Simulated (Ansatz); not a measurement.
SnSe (Pnma, No. 62) was calculated with HSE06 in Ansatz (PAW).

Numerical settings: plane-wave cutoff 460 eV, 2×6×6 k mesh (along the axes of the cell as run), Fermi–Dirac smearing 0.01 eV, scalar-relativistic PAW data made under PBE.

Cell (relaxed with PBEsol):

SnSe has the orthorhombic space group Pnma (No. 62), Pearson symbol oP8. Conventional cell: a = 11.4260 Å, b = 4.1514 Å, c = 4.3648 Å, α = β = γ = 90.00°. Sn on 4c is surrounded by 3 Se at 2.754–2.806 Å and 3 Se at 3.260–3.411 Å. Se on 4c sees 3 Sn at 2.754–2.806 Å and 3 Sn at 3.260–3.411 Å. (Neighbours: up to the widest gap in distance over summed covalent radii, below 1.35, at either atom; cation-cation and far metal-metal contacts left out.)

Q: What does this level give for the band gap, smallest direct gap on the k points sampled and Γ–Γ gap?

A: 
- band gap: 0.86 eV (on the SCF k mesh)
- smallest direct gap on the k points sampled: 0.97 eV
- Γ–Γ gap: 1.67 eV

Measured, for comparison: band gap 0.91 eV (temperature not stated, no zero-point or thermal correction, compiled measured gap; kind and temperature not stated; as tabulated in Kothakonda et al. (2022), arXiv:2208.02841).

Note: the cell comes from a level without a dispersion term, which matters for the spacing of layers, chains or molecules; cell and atoms aren't relaxed at this level (largest force component 0.14 eV/Å, pressure 1.5 GPa).

Spin–orbit coupling is not included.

Computed values are for the static lattice.

Computing time: around 7 core-minutes (rough).

Ansatz is a program for electronic structure.
